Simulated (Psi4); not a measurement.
**HOF (hypofluorous acid): B3LYP/cc-pVTZ (sweep point 6)**

Aim: a geometry optimisation of HOF (hypofluorous acid). 

The results are computed with Psi4 1.11.

4 further runs of the same task are left out: 4 set aside as unsound or not needed.

## Step 1: The molecule

The species is HOF (3 atoms), meant as a singlet with charge 0. As SMILES, `OF`. The coordinates come from a PBE0-D4/def2-TZVP relaxation. The run starts from this shape.

Bond lengths: O1–F2 1.406 Å, O1–H3 0.969 Å. Angles: F2–O1–H3 99.1°.

## Step 2: A geometry optimisation at B3LYP/cc-pVTZ (sweep point 6)

The input, input.dat:

```
memory 1600 MB

molecule {
  O      0.430590    -0.210340     0.216330
  F     -0.221910     1.014620    -0.010980
  H     -0.208690    -0.804280    -0.205350
  units angstrom
  symmetry c1
}

set basis cc-pVTZ
set puream true
set scf_type pk
set dft_radial_points 99
set dft_spherical_points 590
set g_convergence gau_tight
set geom_maxiter 50

e_tot, wfn = optimize('b3lyp', return_wfn=True)
```

On the command line:

```bash
$ psi4 -n 1 input.dat output.dat
```

Q: Predict the results. Wanted: total energy at the end; dipole moment; HOMO energy; LUMO energy; HOMO–LUMO gap.

Answer, from the run:

Level: B3LYP/cc-pVTZ (sweep point 6).

| quantity | value |
| --- | --- |
| total energy at the end | -175.60727 Eh |
| dipole moment | 1.96 D |
| HOMO energy | -8.85 eV |
| LUMO energy | -1.65 eV |
| HOMO–LUMO gap | 7.21 eV |

At the final geometry: Bond lengths: O1–F2 1.430 Å, O1–H3 0.970 Å. Angles: F2–O1–H3 98.4°. The optimisation took 4 steps and changed the energy by -0.009 eV.
